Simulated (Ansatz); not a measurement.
The same path of C$_{2}$H$_{5}$FN (9 atoms, charge 1, multiplicity 1) was run twice with different band settings. The coordinate that changes most is the dihedral N1–C2–C3–F4.

The calculation used RKS PBE0/def2-SVP (Ansatz).

Relaxed end points:

```xyz
9
Properties=species:S:1:pos:R:3
N -0.254 1.173 -0.538
C 0.396 0.077 -0.434
C 0.024 -0.919 0.591
F -1.028 -0.470 1.307
H -1.039 1.352 0.100
H -0.026 1.885 -1.233
H 1.235 -0.117 -1.115
H 0.904 -1.105 1.238
H -0.212 -1.876 0.084
```

```xyz
9
Properties=species:S:1:pos:R:3
N -0.075 1.286 -0.456
C 0.110 0.019 -0.516
C -0.022 -0.915 0.632
F 0.011 -2.179 0.180
H -0.358 1.761 0.405
H 0.057 1.881 -1.277
H 0.408 -0.412 -1.484
H -0.957 -0.717 1.192
H 0.827 -0.723 1.323
```

Common settings: movable images 7; climbing image yes; spring 5.0 eV/Å²; start path through a guess of the saddle point; force threshold 0.05 eV/Å; iteration limit 60; end points relaxed.

| run | optimiser | largest step |
| --- | --- | --- |
| 1 | quadratic models (default) | default |
| 2 | lbfgs | 0.02 Å |

Problem. What does each run give, and how far can it be trusted?

Solution. Run 1: converged after 9 iterations, highest image 0.470 eV above the first end. A vibrational analysis at the climbing image gives one clearly imaginary mode, 172i cm⁻¹: a first-order saddle point.
Run 2: converged after 43 iterations, highest image 0.465 eV above the first end. The order of the stationary point at the top wasn't checked.
Limits of this set-up: the dipole of an ion depends on the origin.
